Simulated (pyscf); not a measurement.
Optimised with ωB97X-D3(BJ)/def2-SVP in PySCF. Correlated levels are frozen-core, on RHF or UHF. ΔMP2 is the change of the MP2 total energy from the triple- to the quadruple-zeta basis.

### Question
What are the homolytic bond dissociation enthalpies (298 K) of H₂N–SiH(F)–F at CCSD(T)/def2-TZVPP + ΔMP2(QZVPP), weakest first?

### Answer
H–Si to H₂N–Si•(F)–F + H•: 98.7 kcal/mol; H–N to •HN–SiH(F)–F + H•: 115.0 kcal/mol; N–Si to NH₂• + F–SiH•–F: 116.5 kcal/mol; F–Si to H₂N–SiH•–F + F•: 162.8 kcal/mol. Ring and multiple bonds, and those that leave no two simple radicals, are not listed. •HN–SiH(F)–F lies 17.6 kcal/mol over its isomer H₂N–Si•(F)–F, and others may lie lower still (electronic energy, ωB97M-D3(BJ)). Other isomers of H₂N–SiH•–F, H₂N–Si•(F)–F were not searched in full and may lie lower. The CCSD(T) − MP2 part came from Ansatz, without density fitting, on the same reference. Left out: the spin-orbit lowering of F.
